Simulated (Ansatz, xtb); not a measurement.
# Relative energy of two isomers of C5H4O

Structure I is `C#C/C=C\C=O`, a singlet and structure II is `C#CC(=C)C=O`, a singlet. Both are isolated molecules in the gas phase, relaxed with B3LYP-D3(BJ)/def2-SVP; each stands in its lowest conformer found.

Which of the two would you expect CCSD(T)/def2-SVP + ΔMP2/def2-TZVPP electronic energies to favour?

CCSD(T)/def2-SVP + ΔMP2/def2-TZVPP gives E(II) − E(I) = +0.023 eV, slightly favouring structure I, which is too small a margin to settle the true order.

How the difference moves with the method:

```csv
level,geometry,E(II) − E(I) (eV),departure from the last row (eV),"job, with rough time for the two"
GFN2-xTB,GFN2-xTB,+0.131,+0.108,"optimisation, 0.32 s"
HF/STO-3G,GFN2-xTB,+0.014,−0.009,"single point, 0.68 s"
r2SCAN-D4/def2-SVP,GFN2-xTB,+0.082,+0.059,"single point, 4.1 s"
B3LYP-D3(BJ)/def2-SVP,B3LYP-D3(BJ)/def2-SVP,+0.069,+0.045,"optimisation, 49 s"
HF/def2-SVP,B3LYP-D3(BJ)/def2-SVP,+0.015,−0.008,part of the CCSD(T) run
MP2/def2-SVP,B3LYP-D3(BJ)/def2-SVP,+0.001,−0.023,part of the CCSD(T) run
CCSD(T)/def2-SVP,B3LYP-D3(BJ)/def2-SVP,−0.004,−0.027,single point
CCSD(T)/def2-SVP + ΔMP2/def2-TZVPP,B3LYP-D3(BJ)/def2-SVP,+0.023,,"single point, 53 s"
```

As drawn, both hold the same kinds of bond in the same numbers.

The largest departure from CCSD(T)/def2-SVP + ΔMP2/def2-TZVPP is that of GFN2-xTB, 0.108 eV. The last row adds to CCSD(T) the change of the MP2 difference between the two basis sets, here +0.027 eV.

With harmonic frequencies from B3LYP-D3(BJ)/def2-SVP (ideal gas, rigid rotor, one conformer each, 298.15 K, 1 atm): on the last row, ΔE + ΔZPE = +0.015, ΔH = +0.015, ΔG = +0.019 eV.

The correlated steps freeze 6 core orbitals. Run with Ansatz 0.2.0, xtb 6.7.1; the last row on 2 threads of Intel(R) Xeon(R) Processor @ 2.70GHz on a shared host.
